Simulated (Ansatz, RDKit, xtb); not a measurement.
**C3H7FS: ranking a sample of isomers**

Which of a sample of isomers of C3H7FS is the most stable in the gas at 298.15 K, and what are its properties? The sample is small against all isomers, and the most stable one of this formula need not be in it.

The funnel: GFN2-xTB relaxations, single points with a density functional, relaxations at PBE-D3(BJ)/def2-SVP, harmonic vibrations, and a last energy at a higher level. All values are calculated.

### Step 1. Drawing up candidates

Isomers were taken from a list of plausible structures; this is a sample, not all of them. That gives 3 candidates.

```csv
label,SMILES,spin
c443,CC[C@@H](F)S,singlet
c666,CC(C)(F)S,singlet
c904,FCCCS,singlet
```

Candidates are built by distance geometry, with a force field where one applies, in up to four conformers (letters a to d).

**Question.** With final energies at CCSD(T)/def2-SVP + MP2/def2-TZVPP - MP2/def2-SVP, which structure will this search put lowest in free energy, and by what margin?

| quantity | value |
| --- | --- |
| lowest structure found | CC(C)(F)S, singlet, C1 |
| next finalist | CC[C@@H](F)S, singlet, 4.6 kcal/mol higher in G |
| share at equilibrium, among the finalists | 100.0 % |
| harmonic wavenumbers, lowest and highest (PBE-D3(BJ)/def2-SVP) | 199 and 3097 cm⁻¹ |
| rotational constants, same geometry | 0.157, 0.1017, 0.09783 cm⁻¹ |

The search ends on `CC(C)(F)S`. The margin of 4.6 kcal/mol over the next finalist is beyond the usual error of the last level; it says nothing of structures that weren't ranked. With 3 minima in the window unscreened, the next finalist need not be the second lowest, and margin and share hold for the finalists alone. GFN2-xTB, HF/STO-3G, r2SCAN-D4/def2-SVP, PBE-D3(BJ)/def2-SVP, HF/def2-SVP and MP2/def2-SVP already put its bonding pattern lowest among the structures in one piece. 3 minima inside the window were never screened. The search is not exhaustive (a finite list of starts, one conformer a finalist), so a lower isomer can't be ruled out. Only 3 drawn patterns were tried, so whole families of isomers are missing, and the result ranks only the part of this sample that was screened.
